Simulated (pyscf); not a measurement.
H₂N–Sn(NH₂)(NH₂)–NH₂ + H• -> NH₃ + H₂N–Sn•(NH₂)–NH₂ (substitution at N; doublet surface; N–Sn broken, H–N formed). Optimised with ωB97X-D3(BJ)/def2-SVP in PySCF. Rate constants from transition-state theory, ωB97M-D3(BJ)/def2-TZVP energies (ideal gas, 1 atm, RRHO with modes under 100 cm⁻¹ raised to 100, one conformer, R ln 2 for chiral ones without a mode under 150 cm⁻¹; no tunnelling), k in cm³ molecule⁻¹ s⁻¹.

```tsv
T (K)	1000/T	log10 k
298	3.354	-15.50
600	1.667	-12.91
900	1.111	-11.98
1200	0.833	?
```

Question: Fit an Arrhenius line to the three values, give the activation energy, and predict k at 1200 K.

Answer: Least squares gives log10 k = -10.27 − 1.56 × 1000/T, so Ea = 1.56 × ln 10 × 1.987 = 7.1 kcal/mol, against an electronic barrier of 5.3. At 1200 K the line gives -11.57; the computed value is -11.47 (ΔG‡ = 33.4 kcal/mol), a factor 1.3 over the line, since the plot is curved. On the product side the descent ends in a complex (not fully relaxed), 6.3 kcal/mol under the separated species and 47.9 kcal/mol under the saddle at ωB97X-D3(BJ)/def2-TZVP. At ωB97X-D3(BJ)/def2-TZVP the barrier from the zero used here is 7.5 kcal/mol. One saddle was located; it need not be the lowest between these sides. The angle at the attacked N is 138°. Elements past Kr carry the def2 core potentials, without spin-orbit coupling.
